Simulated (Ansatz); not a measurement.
**What a trial cell of Ge₂I relaxes into**

Method: DFT PBE, scalar-relativistic, plane waves, PAW (Ansatz 0.2.0). Cutoff 420 eV, Γ-centred k mesh, Gaussian smearing, no spin polarisation in the final step.

The start puts Ge₂I on the cubic Laves (C15) structure type (Fd-3m, No. 227), with I in place of Mg, Ge in place of Cu, at a guessed volume.

```
CELL_PARAMETERS angstrom
0.00000 4.28476 4.28476
4.28476 0.00000 4.28476
4.28476 4.28476 0.00000
ATOMIC_POSITIONS crystal
Ge 0.62500 0.62500 0.62500
Ge 0.12500 0.62500 0.62500
Ge 0.62500 0.62500 0.12500
Ge 0.62500 0.12500 0.62500
I 0.00000 0.00000 0.00000
I 0.25000 0.25000 0.25000
```

Cell and atoms relax at zero pressure; the relaxation can't lower the symmetry of the start.

The zero of energy is the elements' standard structures at the same level; no fitted shifts are applied.

Describe the relaxed structure.

It keeps Fd-3m (No. 227). The result has the cubic Laves (C15) structure. Conventional cell: a = 8.405 Å. Ge has 6 Ge at 2.97 Å and 6 I at 3.48 Å; around I lie 12 Ge at 3.48 Å and 4 I at 3.64 Å.

```
Ge I
1.0
     0.00000    4.20255    4.20255
     4.20255    0.00000    4.20255
     4.20255    4.20255    0.00000
Ge I
4 2
Direct
  0.12500 0.12500 0.12500
  0.62500 0.12500 0.12500
  0.12500 0.12500 0.62500
  0.12500 0.62500 0.12500
  0.50000 0.50000 0.50000
  0.75000 0.75000 0.75000
```

What are its volume, energy, density and gap?

The volume per atom is 24.74 Å³. The density is 6.09 g/cm³ and the energy over the elements is 0.45 eV/atom. The gap on the 8×8×8 mesh is 0 eV (a metal).

The final run used a 8×8×8 mesh on its 6-atom cell and 0.10 eV smearing. For metals, differences of a few meV/atom aren't resolved. Spin–orbit coupling is left out. A structure relaxed within its symmetry needn't be a true minimum.

Cost: 2 runs of about 0.72 core-minutes in all, on AMD EPYC 7B13 (Zen 3) (shared hosts).